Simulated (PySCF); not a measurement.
Start geometry of `C=C[S-]` from GFN2-xTB (Å):
```
atom  x, y, z in Å
C1    -0.6633   -0.2242   -0.0232
C2     0.5410    0.2227    0.0075
S3     1.8687   -0.7823    0.0493
H4    -0.9032   -1.1831   -0.0527
H5    -1.5423    0.5522   -0.1046
H6     0.7683    1.3228    0.0112
```

**Question.** What comes out of this run: PBE0-D3(BJ)/def2-SVP geometry optimisation, gas phase in PySCF?

**Answer.** 
```
atom  x, y, z in Å
C1    -0.7240   -0.1761   -0.0484
C2     0.5831    0.2027    0.0042
S3     2.0093   -0.7525    0.0707
H4    -1.0024   -1.2368   -0.0560
H5    -1.5300    0.5680   -0.0878
H6     0.7334    1.3026    0.0049
```

The energy falls by 64.9 kJ/mol over 7 energy and gradient evaluations, the largest force component goes from 0.1092 to 2.3e-04 Eh/bohr, and the atoms move by 0.086 Å rms after alignment. The bond that changes most is C1–H4 (ends: carbon bonded to C and 2 H; hydrogen on carbon), which lengthens by 0.108 Å. Bonds longer at the end by more than 0.005 Å: 3 of 5; shorter: 2. Among the angles that change most is C1–C2–H6, from 122.0° to 113.9°. Rotational constants go from 60188, 6662, 5998 to 64233, 5834, 5348 MHz. The orientation of the end geometry is arbitrary; only internal coordinates are fixed.

The run used 61 basis functions and 50 SCF cycles in all. On an Arm Neoverse V1 with one thread, shared host with 32 logical CPUs at a one-minute load of 25, this took 6.4 s and 0.26 GiB of memory at its peak.

Stationary, but not proved a minimum. The geometry's basis has no diffuse functions, a weakness for an anion.
